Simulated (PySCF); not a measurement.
## LiMg⁻: from constants to spectrum

RHF-CCSD(T) constants of LiMg⁻, ¹Σ⁺ (singlet), closed shell (PySCF, spin-free X2C with a Gaussian nucleus, basis sets Li aug-cc-pVDZ-DK, Mg aug-cc-pVDZ-DK; masses 7.0160 and 23.9850 u):

```
ωe              : 139.9 cm⁻¹
ωexe            : 2.92 cm⁻¹
Be              : 0.26633 cm⁻¹
αe              : 0.00730 cm⁻¹
D (centrifugal) : 3.86e-06 cm⁻¹
De to Li⁻ + Mg  : 0.291 eV
```

Task: Estimate the standard entropy (1 bar) and heat capacity of the ideal gas at 298.15 K, rigid rotor with B0 and harmonic oscillator at the fundamental.

Result: Translation (Sackur–Tetrode, M = 31.00 u): 151.7 J/(mol K). Rotation: q = kT/(σB0) = 789 with σ = 1, 63.8. Vibration: x = hcν0/kT = 0.647, 12.08. S° = 227.5 J/(mol K); Cp = 7R/2 + 8.03 = 37.1 J/(mol K).

Correlated steps freeze 1 core orbital. The bond is weak. Basis-set superposition, not corrected here, can be much of De in a small basis, most of all at correlated wavefunction levels. For an ion De counts to the pair picked by the measured ionisation energies or electron affinities, which need not be the lowest pair at this level. The CCSD T1 diagnostic is raised, a sign that a single reference may not be enough here.
